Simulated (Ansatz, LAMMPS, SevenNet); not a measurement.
**Ladder of methods for the longitudinal phonon frequency at X of fcc Al**

Reference value: 323 cm⁻¹ (measured, temperature not stated, no zero-point or thermal correction; as tabulated in Savrasov and Savrasov (1996), arXiv:cond-mat/9604124).

```tsv
level (code)	value (cm⁻¹)	cell (Å³/atom)	difference (%)
Finnis–Sinclair EAM Al_mm.eam.fs (LAMMPS)	293	16.55	-9.3
EAM Al_zhou.eam.alloy (LAMMPS)	270	17.00	-16.4
MEAM library.meam-Al (LAMMPS)	395	16.61	+22
SevenNet-0 (SevenNet)	234	16.46	-28
r²SCAN (Ansatz)	345	15.90	+6.8
```

Nearest, and too close to rank with a margin of 3.0 % (twice that across the reference) picked here for doubts on the reference and the settings, and for temperature and zero-point motion: r²SCAN (+6.8 %), Finnis–Sinclair EAM Al_mm.eam.fs (-9.3 %). SevenNet-0 (-28 %) lies farthest from it. Within 10 %: Finnis–Sinclair EAM Al_mm.eam.fs, r²SCAN.

The reference has no zero-point or thermal correction, while the calculations are for a static lattice, so the differences are not the levels' errors alone.  Each level is taken at its own relaxed cell. Ansatz's density-functional and Hartree–Fock values are scalar-relativistic unless marked +SOC, with PAW data made under PBE.

Empirical potentials (EAM Al_zhou.eam.alloy, Finnis–Sinclair EAM Al_mm.eam.fs, MEAM library.meam-Al) are fitted to chosen data, which need not cover the solid at hand: agreement can be built in, and what lay outside the fit can be far off. Machine-learned potentials (SevenNet-0) are trained on DFT data, which may include these solids.

Differences are worked out from the printed values.

Ansatz is an electronic-structure program.
